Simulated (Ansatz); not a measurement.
Basis-set series for C2HClF2, SMILES `F/C=C(\F)Cl`. Total charge 0; spin multiplicity 1. The geometry is a stationary point of PBE0-D4/def2-TZVP.

| functional | basis | functions | energy (Eh) | HOMO (eV) | LUMO (eV) |
| --- | --- | --- | --- | --- | --- |
| PBE0-D4 | def2-TZVPP | 180 | -736.35629 | -7.46 | 0.02 |
| PBE0-D4 | def2-QZVPP | 328 | -736.38424 | -7.51 | -0.09 |
| ωB97M-V | def2-TZVPP | 180 | -736.68845 | -9.68 | 2.23 |
| ωB97M-V | def2-QZVPP | 328 | -736.71498 | -9.73 | 2.04 |

**Question.** Give the rows for def2-SVP. (Estimate.)

**Answer.** Ansatz gave: 
```tsv
functional	basis	functions	energy (Eh)	HOMO (eV)	LUMO (eV)
PBE0-D4	def2-SVP	79	-735.86420	-7.34	0.26
ωB97M-V	def2-SVP	79	-736.19066	-9.52	2.57
```

Positive LUMOs are unbound and depend on the basis.
